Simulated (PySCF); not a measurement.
## Atomic charges against the basis set

Species: phosphabenzene, C₅H₅P.
SMILES with atom numbers: `[cH:1]1[cH:2][cH:3][p:4][cH:5][cH:6]1` (hydrogens: H7 on C1; H8 on C2; H9 on C3; H10 on C5; H11 on C6)

PBE0 throughout (PySCF), one geometry, spherical d and f functions. Geometry: PBE0-D3(BJ)/def2-SVP; no solvent, vibrations or thermal averaging. Atoms taken as equivalent share a column and are averaged.

Mulliken charges (e):

```
        basis  functions      C1   C2/C6   C3/C5      P4      H7  H8/H11  H9/H10
       STO-3G         39  -0.094  -0.090  -0.253  +0.379  +0.083  +0.082  +0.076
        6-31G         68  -0.186  -0.081  -0.544  +0.515  +0.175  +0.177  +0.196
       6-31G*         98  -0.169  -0.120  -0.388  +0.258  +0.177  +0.177  +0.196
     def2-SVP        113  -0.058  +0.035  -0.246  +0.245  +0.031  +0.035  +0.066
6-311+G(2d,p)        200  +0.155  -0.369  -0.011  -0.001  +0.114  +0.115  +0.131
    def2-TZVP        222  -0.071  -0.151  -0.174  +0.080  +0.128  +0.123  +0.133
```

IAO charges (e):

```
        basis  functions      C1   C2/C6   C3/C5      P4      H7  H8/H11  H9/H10
       STO-3G         39  -0.153  -0.145  -0.354  +0.478  +0.137  +0.136  +0.132
        6-31G         68  -0.142  -0.134  -0.350  +0.300  +0.157  +0.156  +0.170
       6-31G*         98  -0.137  -0.127  -0.363  +0.348  +0.150  +0.149  +0.160
     def2-SVP        113  -0.140  -0.125  -0.366  +0.363  +0.149  +0.148  +0.158
6-311+G(2d,p)        200  -0.145  -0.133  -0.380  +0.375  +0.156  +0.155  +0.165
    def2-TZVP        222  -0.145  -0.131  -0.383  +0.381  +0.156  +0.154  +0.164
```

Hirshfeld charges (e):

| basis | functions | C1 | C2/C6 | C3/C5 | P4 | H7 | H8/H11 | H9/H10 |
| --- | --- | --- | --- | --- | --- | --- | --- | --- |
| STO-3G | 39 | -0.035 | -0.033 | -0.091 | +0.171 | +0.025 | +0.024 | +0.019 |
| 6-31G | 68 | -0.035 | -0.036 | -0.100 | +0.045 | +0.053 | +0.052 | +0.053 |
| 6-31G* | 98 | -0.035 | -0.034 | -0.097 | +0.037 | +0.052 | +0.051 | +0.052 |
| def2-SVP | 113 | -0.041 | -0.039 | -0.104 | +0.083 | +0.051 | +0.051 | +0.045 |
| 6-311+G(2d,p) | 200 | -0.045 | -0.043 | -0.113 | +0.091 | +0.055 | +0.055 | +0.050 |
| def2-TZVP | 222 | -0.045 | -0.042 | -0.109 | +0.085 | +0.054 | +0.054 | +0.049 |

ESP-fitted charges (e):

```tsv
basis	functions	C1	C2/C6	C3/C5	P4	H7	H8/H11	H9/H10
STO-3G	39	+0.296	-0.516	+0.331	-0.186	+0.019	+0.147	-0.027
6-31G	68	+0.321	-0.567	+0.287	-0.359	+0.059	+0.206	+0.063
6-31G*	98	+0.261	-0.498	+0.206	-0.291	+0.066	+0.193	+0.080
def2-SVP	113	+0.252	-0.483	+0.193	-0.258	+0.063	+0.187	+0.075
6-311+G(2d,p)	200	+0.219	-0.470	+0.153	-0.238	+0.076	+0.194	+0.095
def2-TZVP	222	+0.240	-0.492	+0.189	-0.257	+0.071	+0.195	+0.082
```

Problem. Which scheme is steadiest as the basis changes?

Solution. Largest range over the bases for any column: Hirshfeld 0.13 e, ESP-fitted 0.18 e, IAO 0.18 e, Mulliken 0.53 e. Hirshfeld charges move least and Mulliken charges most, counted in e. Without the minimal STO-3G basis the ranges are Hirshfeld 0.05, ESP-fitted 0.13, IAO 0.08, Mulliken 0.53 e.

Problem. How much do the charges still move between the two largest bases, 6-311+G(2d,p) and def2-TZVP?

Solution. At most, over all atoms: Mulliken 0.226 e, IAO 0.006 e, Hirshfeld 0.006 e, ESP-fitted 0.035 e.

Problem. What do the same runs give for the total energy, the frontier levels and the dipole moment?

Solution. 
```tsv
basis	energy (Eh)	HOMO (eV)	LUMO (eV)	μ (D)
STO-3G	-528.3343	-4.68	1.83	0.28
6-31G	-534.4226	-7.09	-1.23	2.16
6-31G*	-534.4921	-6.95	-1.21	1.91
def2-SVP	-534.2708	-7.12	-1.38	1.67
6-311+G(2d,p)	-534.5736	-7.14	-1.51	1.69
def2-TZVP	-534.5918	-7.12	-1.48	1.68
```

The dipole is fixed by the density alone, so its range of 1.88 D shows that the density itself changes with the basis, not only its division among atoms.
